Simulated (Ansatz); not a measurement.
Reaction (isomerisation): `C1CCOC1` → `CCCC=O`

Isolated molecules relaxed with PBE0-D4/def2-TZVP in Ansatz; ΔE leaves out vibrations. CCSD(T)/CBS is the MP2 limit (def2-TZVPP, def2-QZVPP) plus CCSD(T) − MP2 in def2-TZVPP, frozen cores. Functionals use def2-TZVPP. B3LYP here is the variant with VWN-RPA as its local correlation; programs differ in this. Each species was taken in one conformer, which may not be the lowest.

CCSD(T)/CBS gives -17.5 kJ/mol.

(1) Another level gave -9.0 kJ/mol. Which?
A. PBE/def2-TZVPP
B. B3LYP/def2-TZVPP
C. MP2/def2-TZVPP
D. PBE0-D4/def2-TZVPP

Largest T1 diagnostic among the species: 0.012.

Answers

(1) D. PBE0-D4 -9.0, PBE -21.6, B3LYP -30.0, MP2/def2-TZVPP -16.8 kJ/mol.

From PBE to PBE0 (25 % exact exchange), in def2-TZVPP and without D4, ΔE moves by +11.7 kJ/mol. In def2-TZVPP, CCSD(T) changes the Hartree–Fock value by +9.7 kJ/mol (the triples alone add −1.3 kJ/mol) and MP2 by +11.8 kJ/mol.
